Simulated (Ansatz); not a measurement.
## Ansatz (development build ahead of 0.2.0) run

```yaml
crystal:
  periodic: [false, false, false]
  atoms:
    - { symbol: Cl, position_ang: [0.0, 0.0, -0.6144] }
    - { symbol: F, position_ang: [0.0, 0.0, 1.16054] }
basis:
  gaussian: { orbitals: cc-pVDZ }
hamiltonian:
  xc: hf
```

The input is written out in the form of the current development build from the run's settings.

Output:

* Converged: yes
* Total energy: -558.83329 hartree
* Spin squared of the determinant: 0.000
